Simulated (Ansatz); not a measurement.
Species: AlCl3, net charge 0, singlet state. 
Coordinates optimised at B3LYP-D3(BJ)/def2-TZVP (Ansatz, a first-principles code):
```xyz
4

Al     0.0000     0.0000     0.0000
Cl    -0.0059     2.0762     0.0283
Cl     1.8011    -1.0328    -0.0289
Cl    -1.7952    -1.0434     0.0007
```
Charge 0, spin multiplicity 1.

Quantity: atomisation energy (electronic, to ground-state atoms), in kJ/mol. Cores are frozen in the correlated levels unless marked. UHF or UKS for open shells. No spin-orbit coupling. Non-relativistic unless marked X2C. The coupled-cluster limit lacks core correlation, which all-electron functionals hold. CBS(X,Y): correlation extrapolated as X^-3; Hartree-Fock from the larger set. [CCSD(T)-MP2]/basis is that difference in the basis named.

```tsv
level	program	atomisation energy (kJ/mol)	minus last row	rough core time
HF/cc-pV(T+d)Z	Ansatz	1018.4	-294.7	-
HF/cc-pwCVTZ	Ansatz	1020.3	-292.8	-
HF/cc-pV(Q+d)Z	Ansatz	1021.8	-291.3	-
r2SCANh-D4/def2-TZVPD	Ansatz + dftd4	1307.9	-5.2	under 20 s
SCS-MP2/6-31G	Ansatz	869.2	-443.9	-
SCS-MP2/cc-pwCVTZ	Ansatz	1277.0	-36.1	-
X2C-CCSD(T)/cc-pVTZ-DK	Ansatz	1232.0	-81.1	under 20 s
CCSD(T) with core electrons (1s frozen past Ne)/cc-pwCVTZ	Ansatz	1249.3	-63.8	-
RI-MP2/CBS(aug-cc-pV(T+d)Z,aug-cc-pV(Q+d)Z)+[CCSD(T)-MP2]/aug-cc-pV(D+d)Z	Ansatz	1303.5	-9.6	40 s
CCSD(T)/CBS(cc-pV(T+d)Z,cc-pV(Q+d)Z)	Ansatz	1313.1	0.0	-
```

Core times are rough, on shared machines, summed over the molecules involved; a dash marks a level read off another run, or run on other hardware, by another program or under a memory cap.
